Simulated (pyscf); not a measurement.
Single points on ωB97X-D3(BJ)/def2-SVP structures (PySCF, gas phase).

Problem. What is the homolytic dissociation enthalpy (298 K, ωB97M-D3(BJ)/def2-TZVP) of the S–Si bond of H₃Si–S–Cu, to SiH₃• + [S–Cu]•?

Solution. S–Si to SiH₃• + [S–Cu]•: 88.5 kcal/mol. The 7 functionals that were run give +81.5 (PBE) to +93.0 kcal/mol (ωB97X-D3(BJ)/def2-TZVP). The term symbol of open-shell •S–Cu was not checked; spin-orbit terms are left out. Open-shell species with a d-block atom are single-reference here; other states, and whether the spin sits on metal or ligand, were not checked.
